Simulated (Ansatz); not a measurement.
System: CsAuBr3 (I4/mmm, No. 139). Method: LDA (Ansatz, a quantum-chemistry and plane-wave program, PAW).

Settings: plane-wave cutoff 520 eV, 6×6×6 k mesh, Fermi–Dirac smearing 0.01 eV, scalar-relativistic PAW data made under PBE.

Computed at the level's own relaxed cell.

Question: Predict the lattice parameter c, Γ–Γ gap, smallest direct gap on the k points sampled, lattice parameter a and band gap.

Answer: 
lattice parameter c: 10.935 Å
Γ–Γ gap: 2.29 eV
smallest direct gap on the k points sampled: 0.17 eV
lattice parameter a: 7.490 Å
band gap: 0.07 eV

Note: the volume lies 10 % below that of the published cell.

Spin–orbit coupling is not included; it can close the smallest gap of 0.07 eV.

The computed numbers hold no vibrational or temperature effects.

The result took about 3 core-minutes (a rough figure).
